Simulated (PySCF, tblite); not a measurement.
Isomers of CH5OSi (doublet state), one GFN2-xTB conformer each. Single-point energies are computed at B3LYP/pcH-1 (PySCF, gas phase, no added dispersion term), electronic only. GFN2-xTB treats the open shell by occupation alone, and not every SCF solution was tested for stability.

```
      SMILES  GFN2-xTB relative energy (kJ/mol)
    OC[SiH2]                              141.0
[CH2]O[SiH3]                                0.0
```

Conformers: `[OH:1][CH2:2][SiH2:3]` (doublet state) with H–O1–C2–Si3 64°, O1–C2–Si3–H 67° and -59°; `[CH2:1][O:2][SiH3:3]` (doublet state) with H–C1–O2–Si3 180° and 0°.

Question: What does B3LYP/pcH-1 give for the same structures?

Answer: 
```csv
SMILES,B3LYP/pcH-1 E (Eh),B3LYP/pcH-1 (kJ/mol),GFN2-xTB (kJ/mol),point group
[CH2]O[SiH3],-405.80406,0.0,0.0,Cs
OC[SiH2],-405.78114,60.2,141.0,–
```

Both levels put the same isomer lowest. As drawn, the lower has an Si–O bond, which the higher lacks; the higher has an O–H bond and an Si–C bond, which the lower lacks.

Question: What happens when harmonic zero-point energies from GFN2-xTB frequencies are added?

Answer: 
| SMILES | ZPE (kJ/mol) | electronic (kJ/mol) | with ZPE (kJ/mol) |
| --- | --- | --- | --- |
| [CH2]O[SiH3] | 131.2 | 0.0 | 0.0 |
| OC[SiH2] | 144.7 | 60.2 | 73.7 |

The zero-point energies span 13.5 kJ/mol. The order is unchanged.
